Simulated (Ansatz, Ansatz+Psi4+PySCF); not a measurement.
```xyz
3

N    -0.0073   -0.0026    0.3386
O     0.0070    1.1236   -0.1408
O    -0.0083   -1.1149   -0.1408
```

Basis set: cc-pVTZ (spherical functions). Left uncorrelated: 3 orbitals. Correlation on ROHF uses semicanonical orbitals with singles. Charge 0, multiplicity 2.

Computed with Ansatz (development build ahead of 0.2.0); each method stands on the lowest determinant of its kind that the runs found.

The atomization energy at this shape (free ground-state atoms in the same class of orbitals less the molecule, no zero-point energy) of doublet NO2:

```
      method  atomization energy
ROHF-CCSD(T)             9.17 eV
   ROHF-CCSD             8.35 eV
    ROHF-MP2            10.32 eV
     UHF-MP2             9.59 eV
   UHF-CCSDT             9.13 eV
 UHF-CCSD(T)             9.12 eV
```

Problem. What does UHF give?

Solution. 2.14 eV. Caution for UHF-MP2: another reference gives a lower total. Caution for UHF-MP2, UHF-CCSDT, UHF-CCSD(T): large amplitudes, a single reference is doubtful. Caution for UHF-MP2, UHF-CCSDT, UHF-CCSD(T), UHF: the unrestricted determinant is spin contaminated.
